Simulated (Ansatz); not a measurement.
**AlLi (triplet): from Hartree-Fock to the top rungs, aug-cc-pVTZ**

Aim: climb from Hartree-Fock through coupled cluster for AlLi (triplet) at one geometry and basis, and see what each rung misses.

Computed with Ansatz 0.2.0, Gaussian basis. Level: aug-cc-pVTZ, core rule «outside noble gas», up to 6 orbitals frozen.

Plan: UHF; CCSD(T) on ROHF; CCSD(T) on UHF; BCCD(T) on ROHF; CCSDT(Q) on ROHF; CCSDT(Q) on UHF; Full CI.

33 further runs of the same task are left out: 9 for a known fault of the program, 8 that didn't finish, 16 set aside as unsound or not needed. Runs told in other sessions of the task aren't counted.

## Step 1: The geometry

The geometry is a PBE0/def2-TZVP stationary point (not a proven minimum).

2 atoms, charge 0, spin multiplicity 3.

Atoms are counted from 1 here; the program's logs count them from 0.

No contacts short enough for the rule that draws bonds.

## Step 2: UHF

File in.yaml:

```yaml
crystal:
  periodic: [false, false, false]
  atoms:
    - {symbol: Al, position_ang: [0.000000, 0.000000, 0.000000]}
    - {symbol: Li, position_ang: [0.000000, 0.000000, 2.635300]}
basis:
  gaussian: {orbitals: aug-cc-pVTZ}
magnetization: {spin_polarized: true, initial_magnetization: 2}
hamiltonian: {xc: hf}
output: {orbitals: {seedname: orbitals}}
```

Run with:

```sh
> ansatz run in.yaml --threads 1 --pin off --events-out ev --progress --plain --max-ram 2393MiB
```

After this run come: CCSD(T) on ROHF; CCSD(T) on UHF; BCCD(T) on ROHF; CCSDT(Q) on ROHF; CCSDT(Q) on UHF; Full CI.

Before running them: what should the planned runs give, taken together? Wanted: FCI from the RHF energy; RMP2 from FCI; UMP2 from FCI; RCCSD from FCI; RCCSD(T) from FCI; UCCSD(T) from FCI; RCCSDT(Q) from FCI; UCCSDT(Q) from FCI; T1 diagnostic.

**Answer**, as computed:

```
                         quantity                                                              value
          FCI from the ROHF energy                                                         -1.9909 eV
                    RMP2 from FCI                                                    +11.98 kcal/mol
                    UMP2 from FCI                                                    +12.55 kcal/mol
                   RCCSD from FCI                                                     +2.65 kcal/mol
                RCCSD(T) from FCI                                                     +0.67 kcal/mol
                UCCSD(T) from FCI                                                     +0.67 kcal/mol
               RCCSDT(Q) from FCI                                                     +0.02 kcal/mol
               UCCSDT(Q) from FCI                                                      0.00 kcal/mol
levels within 1 kcal/mol (43 meV)  RCCSD(T), UCCSD(T), BCCD(T), RCCSDT, UCCSDT, RCCSDT(Q), UCCSDT(Q)
                    T1 diagnostic                                                              0.027
   effectively unpaired electrons                                                               2.06
```

In words: RCCSD(T) misses by +0.67 kcal/mol, 1.5 % of the correlation energy. One determinant dominates. These misses are within one basis, not against nature; the frozen cores of restricted and unrestricted runs differ, which can shift their rows.

Levels on UHF freeze UHF's core orbitals, full CI those of ROHF, so the U rows can settle a little off it for that reason alone.
